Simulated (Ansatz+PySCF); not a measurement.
The numbers below are computed, except where a source is named.
This PySCF input gave a total energy of -118.18130 hartree.

```python
from pyscf import gto, scf

mol = gto.M(atom="""
C -0.001410 -0.266670 -1.272100
C -0.007710 0.585850 -0.000060
C 0.000320 -0.266110 1.267290
H -0.000210 0.369750 -2.164590
H 0.891530 -0.915570 -1.326960
H -0.882620 -0.911130 -1.312440
H -0.870080 1.249190 0.003580
H 0.872460 1.254460 -0.000840
H -0.004990 0.371880 2.182660
H -0.893880 -0.901230 1.319010
H 0.890860 -0.917590 1.317490
""", basis='def2-svp', charge=0, spin=0)
mf = scf.UHF(mol)
mf.init_guess = 'atom'
mf.kernel()
while True:  # follow internal instabilities
    mo, _, stable, _ = mf.stability(return_status=True)
    if stable: break
    mf.kernel(mf.make_rdm1(mo, mf.mo_occ))
print(mf.converged, mf.e_tot, mf.spin_square()[0])
```

Task: Write an input for Ansatz with the same method and basis set.

Result:

```yaml
crystal:
  periodic: [false, false, false]
  atoms:
    - { symbol: C, position_ang: [-0.00141, -0.26667, -1.2721] }
    - { symbol: C, position_ang: [-0.00771, 0.58585, -6.0e-05] }
    - { symbol: C, position_ang: [0.00032, -0.26611, 1.26729] }
    - { symbol: H, position_ang: [-0.00021, 0.36975, -2.16459] }
    - { symbol: H, position_ang: [0.89153, -0.91557, -1.32696] }
    - { symbol: H, position_ang: [-0.88262, -0.91113, -1.31244] }
    - { symbol: H, position_ang: [-0.87008, 1.24919, 0.00358] }
    - { symbol: H, position_ang: [0.87246, 1.25446, -0.00084] }
    - { symbol: H, position_ang: [-0.00499, 0.37188, 2.18266] }
    - { symbol: H, position_ang: [-0.89388, -0.90123, 1.31901] }
    - { symbol: H, position_ang: [0.89086, -0.91759, 1.31749] }
basis:
  gaussian: { orbitals: def2-SVP }
magnetization:
  spin_polarized: true
hamiltonian:
  xc: hf
```

Ansatz (development build ahead of 0.2.0) gave -118.18129 hartree, 0.11 meV from the first.
